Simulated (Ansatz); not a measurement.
**Crystal structures of rhodium under PBEsol**

Method: Ansatz, DFT, PBEsol, plane waves (420 eV) with PAW, scalar-relativistic. The PAW files were generated under PBE, with cores re-solved for the functional.

Each structure is relaxed within its own symmetry, so a high-lying one may be dynamically unstable.

(1) Rank these structures of rhodium by energy per atom, lowest first.
A. A15
B. fcc
C. omega (AlB2-type)
D. bcc
E. dhcp
F. simple cubic
G. diamond
H. hcp

| structure | ΔE (meV/atom) | V (Å³/atom) | cell | magnetic state |
| --- | --- | --- | --- | --- |
| fcc | 0 | 13.51 | a = 3.780 Å | non-magnetic |
| dhcp | 20 | 13.54 | a = 2.677 Å, c = 8.732 Å (c/a = 3.262) | spin not included |
| hcp | 41 | 13.58 | a = 2.689 Å, c = 4.337 Å (c/a = 1.613) | spin not included |
| omega (AlB2-type) | 247 | 13.89 | a = 4.281 Å, c = 2.626 Å (c/a = 0.613) | spin not included |
| A15 | 329 | 14.00 | a = 4.820 Å | spin not included |
| bcc | 388 | 13.92 | a = 3.031 Å | spin not included |
| simple cubic | 890 | 15.64 | a = 2.501 Å | spin not included |
| diamond | 1291 | 20.08 | a = 5.436 Å | spin not included |

ΔE counts from fcc.

Differences under about 8 meV lie within the error of the k-point mesh.

Answers

(1) B (0 meV/atom), E (20 meV/atom), H (41 meV/atom), C (247 meV/atom), A (329 meV/atom), D (388 meV/atom), F (890 meV/atom), G (1291 meV/atom).
